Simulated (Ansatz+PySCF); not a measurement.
The numbers below are computed, except where a source is named.
This PySCF input gave a total energy of -156.07946 hartree.

```python
from pyscf import gto, scf

mol = gto.M(atom="""
C 0.000000 0.000000 -0.665310
C 0.000000 0.000000 0.665310
H 0.000000 -0.931140 -1.240310
H 0.000000 0.931140 -1.240310
H 0.000000 -0.931140 1.240310
H 0.000000 0.931140 1.240310
C 30.056690 0.451060 -0.485760
C 29.943310 -0.451060 0.485760
H 30.928440 1.108340 -0.561240
H 29.282940 0.573460 -1.249950
H 30.717060 -0.573460 1.249950
H 29.071560 -1.108340 0.561240
""", basis='cc-pvdz', charge=0, spin=0)
mf = scf.UHF(mol)
mf.init_guess = '1e'
mf.kernel()
while True:  # follow internal instabilities
    mo, _, stable, _ = mf.stability(return_status=True)
    if stable: break
    mf.kernel(mf.make_rdm1(mo, mf.mo_occ))
print(mf.converged, mf.e_tot, mf.spin_square()[0])
```

Q: Write an input for Ansatz with the same method and basis set.

A:

```yaml
crystal:
  periodic: [false, false, false]
  atoms:
    - { symbol: C, position_ang: [0.0, 0.0, -0.66531] }
    - { symbol: C, position_ang: [0.0, 0.0, 0.66531] }
    - { symbol: H, position_ang: [0.0, -0.93114, -1.24031] }
    - { symbol: H, position_ang: [0.0, 0.93114, -1.24031] }
    - { symbol: H, position_ang: [0.0, -0.93114, 1.24031] }
    - { symbol: H, position_ang: [0.0, 0.93114, 1.24031] }
    - { symbol: C, position_ang: [30.05669, 0.45106, -0.48576] }
    - { symbol: C, position_ang: [29.94331, -0.45106, 0.48576] }
    - { symbol: H, position_ang: [30.92844, 1.10834, -0.56124] }
    - { symbol: H, position_ang: [29.28294, 0.57346, -1.24995] }
    - { symbol: H, position_ang: [30.71706, -0.57346, 1.24995] }
    - { symbol: H, position_ang: [29.07156, -1.10834, 0.56124] }
basis:
  gaussian: { orbitals: cc-pVDZ }
magnetization:
  spin_polarized: true
hamiltonian:
  xc: hf
```

Ansatz (development build ahead of 0.2.0) gave -156.07946 hartree, 0.00 meV from the first.
